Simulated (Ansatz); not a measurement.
# C2H4O (oxirane): wB97M-V/def2-SVPD

Aim: the vertical electron affinity of C2H4O (oxirane) at wB97M-V/def2-SVPD, from 2 runs. 

The calculation is run with Ansatz 0.2.0.

51 further runs of the same task are left out: 51 set aside as unsound or not needed.

## (1) The structure to begin with

The species is C2H4O (7 atoms), meant as a singlet with charge 0. As SMILES, `C1CO1`. The shape is that of a PBE0-D4/def2-TZVP optimisation.

Bond lengths: C1–C2 1.458 Å, C1–O3 1.416 Å, C2–O3 1.416 Å, C1–H4 1.087 Å, C1–H5 1.087 Å, C2–H6 1.087 Å, C2–H7 1.087 Å. Some angles: C1–C2–O3 59.0°, C2–C1–O3 59.0°, C1–O3–C2 62.0°, C1–C2–H6 119.5°, C1–C2–H7 119.5°, O3–C2–H6 115.3°, O3–C2–H7 115.3°, C2–C1–H4 119.5°, C2–C1–H5 119.5°, O3–C1–H4 115.3°.

## (2) A single-point energy at wB97M-V/def2-SVPD

input.yaml reads:

```yaml
crystal:
  periodic: [false, false, false]
  atoms:
    - symbol: C
      position_ang: [-0.604500, -0.272900, -0.303700]
    - symbol: C
      position_ang: [0.650000, 0.164200, 0.297000]
    - symbol: O
      position_ang: [-0.339900, 1.100600, -0.086300]
    - symbol: H
      position_ang: [-0.619200, -0.584700, -1.344900]
    - symbol: H
      position_ang: [-1.378400, -0.703100, 0.326900]
    - symbol: H
      position_ang: [0.797000, 0.054800, 1.368500]
    - symbol: H
      position_ang: [1.556200, 0.173200, -0.303300]
basis:
  gaussian:
    orbitals: def2-SVPD
hamiltonian:
  xc: {name: wB97M-V}
accuracy: high
output: {orbitals: {seedname: orbitals}}
```

Started as:

```bash
$ ansatz run input.yaml --threads 1 --pin off --max-ram 3480MiB --events-out events.jsonl --progress --plain --runs-dir runs
```

The program printed:

```text
Warning: RAYON_NUM_THREADS=1 ignored (pool sized by the plan → 1); use --threads N
Functional definition: wB97M-V
  name "wB97M-V"
  parameter omega = 0.3/bohr
  parameter cx = 0.15
  parameter cx01 = 1.007
  parameter cx10 = 0.259
  parameter css00 = 0.443
  parameter css04 = -1.437
  parameter css10 = -4.535
  parameter css20 = -3.390
  parameter css43 = 4.278
  parameter cos00 = 1.000
  parameter cos10 = 1.358
  parameter cos20 = 2.924
  parameter cos21 = -8.812
  parameter cos60 = -1.390
  parameter cos61 = 9.142
  parameter b = 6.0
  parameter c = 0.01
  gx(w, u) = 1 - cx + cx01*u + cx10*w
  gss(w, u) = css00 + css04*u^4 + css10*w + css20*w^2 + css43*w^4*u^3
  gos(w, u) = cos00 + cos10*w + (cos20 + cos21*u)*w^2 + (cos60 + cos61*u)*w^6
  exchange = spin_sum(e_x_unif_sr(omega)*gx(b97_w, b97_u_x)) + cx*exact_x_sr(omega) + exact_x_lr(omega)
  correlation = spin_sum(e_c_pw_mod_same_spin*gss(b97_w, b97_u_same))
      + integral(e_c_pw_mod_opposite_spin*gos(b97_w_opposite, b97_u_opposite)) + vv10(b, c)
1927 factors; integrals over basis functions are off by at most 3.1e-9 eV
371 factors; integrals over basis functions are off by at most 1.8e-9 eV
mean field evaluation 1: about -4178.0422 eV, gradient 3.1e1 eV
mean field evaluation 2: about -4178.1638 eV, gradient 3.3e1 eV
mean field evaluation 4: about -4180.0615 eV, gradient 1.3e0 eV
mean field evaluation 8: about -4180.0702 eV, gradient 2.9e-3 eV
mean field evaluation 16: about -4180.0702 eV, gradient 2.0e-6 eV
mean field -4180.07023565 eV, -153.6147478067 hartree, gradient 6.6e-8 eV, S^2 0.000000; 0 other end points of the search recorded, 0 dependent functions left out
reference -4180.07024021 eV, -153.6147479744 hartree; 12, 12 occupied and 83, 83 virtual orbitals, 1927 factors
Total energy: -4180.07024021 eV, -153.6147479744 hartree
```

Wall time 34 s (1 thread of Arm Neoverse V1, shared host); peak memory 0.44 GiB.

## (3) The doublet anion at the same level

run.yaml reads:

```yaml
crystal:
  periodic: [false, false, false]
  atoms:
    - {symbol: C, position_ang: [-0.604500, -0.272900, -0.303700]}
    - {symbol: C, position_ang: [0.650000, 0.164200, 0.297000]}
    - {symbol: O, position_ang: [-0.339900, 1.100600, -0.086300]}
    - {symbol: H, position_ang: [-0.619200, -0.584700, -1.344900]}
    - {symbol: H, position_ang: [-1.378400, -0.703100, 0.326900]}
    - {symbol: H, position_ang: [0.797000, 0.054800, 1.368500]}
    - {symbol: H, position_ang: [1.556200, 0.173200, -0.303300]}
basis:
  gaussian:
    orbitals: def2-SVPD
output: {orbitals: {seedname: orbitals}}
magnetization:
  spin_polarized: true
  initial_magnetization: 1
hamiltonian:
  xc: {name: wB97M-V}
total_charge: -1
accuracy: high
```

Started as:

```bash
$ ansatz run run.yaml --threads 1 --pin off --max-ram 3480MiB --events-out events.jsonl --progress --plain --runs-dir runs
```

The program printed:

```text
Warning: RAYON_NUM_THREADS=1 ignored (pool sized by the plan → 1); use --threads N
[... 19 set-up lines as earlier in the session ...]
  gx(w, u) = 1 - cx + cx01*u + cx10*w
  gss(w, u) = css00 + css04*u^4 + css10*w + css20*w^2 + css43*w^4*u^3
  gos(w, u) = cos00 + cos10*w + (cos20 + cos21*u)*w^2 + (cos60 + cos61*u)*w^6
[... 2 set-up lines as earlier in the session ...]
      + integral(e_c_pw_mod_opposite_spin*gos(b97_w_opposite, b97_u_opposite)) + vv10(b, c)
1927 factors; integrals over basis functions are off by at most 3.1e-9 eV
371 factors; integrals over basis functions are off by at most 1.8e-9 eV
mean field evaluation 1: about -4176.4057 eV, gradient 1.6e1 eV
mean field evaluation 2: about -4177.0865 eV, gradient 1.2e1 eV
mean field evaluation 4: about -4177.6225 eV, gradient 1.2e0 eV
mean field evaluation 8: about -4177.7308 eV, gradient 3.4e-2 eV
mean field evaluation 16: about -4177.7309 eV, gradient 1.3e-3 eV
mean field evaluation 32: about -4177.7309 eV, gradient 2.2e-6 eV
mean field -4177.73090043 eV, -153.5287788231 hartree, gradient 6.5e-8 eV, S^2 0.750176; 6 other end points of the search recorded, 0 dependent functions left out
reference -4177.73090319 eV, -153.5287789247 hartree; 13, 12 occupied and 82, 83 virtual orbitals, 1927 factors
Total energy: -4177.73090319 eV, -153.5287789247 hartree
```

It took 2.2 min on 1 thread of Arm Neoverse V1, shared host; peak memory 0.77 GiB.

## (4) Results

At wB97M-V/def2-SVPD:

| quantity | value |
| --- | --- |
| singlet C2H4O: total energy | -153.61475 Eh |
| singlet C2H4O: HOMO energy | -10.47 eV |
| singlet C2H4O: LUMO energy | 1.88 eV |
| singlet C2H4O: HOMO–LUMO gap | 12.35 eV |
| doublet anion: total energy | -153.52878 Eh |
| doublet anion: HOMO energy (highest over α and β) | 2.41 eV |
| doublet anion: LUMO energy (lowest over α and β) | 5.91 eV |
| doublet anion: ⟨S²⟩ | 0.750 |
| vertical electron affinity (to the doublet anion) | -2.339 eV |

In words: The anion lies 2.34 eV (54 kcal/mol) above the neutral: the electron isn't bound at this level, and such a value depends on the basis. The HOMO (doublet anion) lies at positive energy, 2.41 eV; only total energies tell whether the electron is bound.
